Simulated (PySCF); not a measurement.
**Name the molecule from its bond curve**

A diatomic of charge +1 contains Si. Its triplet curve at LDA in a double-zeta basis (no relativity, PySCF), in eV from the separated fragments:

```csv
R (Å),E (eV)
1.923,-2.499
2.012,-3.070
2.102,-3.393
2.169,-3.515
2.236,-3.560
2.303,-3.546
2.393,-3.459
2.504,-3.275
2.639,-2.988
2.817,-2.560
```

The fit gives ωe = 478 cm⁻¹ and the rotational constant Bₑ = 0.2263 cm⁻¹.

Task: Which atom is the partner?

Result: The minimum lies at 2.251 Å, so the reduced mass is 16.8576 u Å² cm⁻¹/(Bₑ·Re²) = 14.70 u. With Si at 27.98 u the partner weighs about 31.0 u: P. The molecule is SiP⁺.

The state is the lowest determinant that a PBE0 search found; another state may lie lower at other levels.
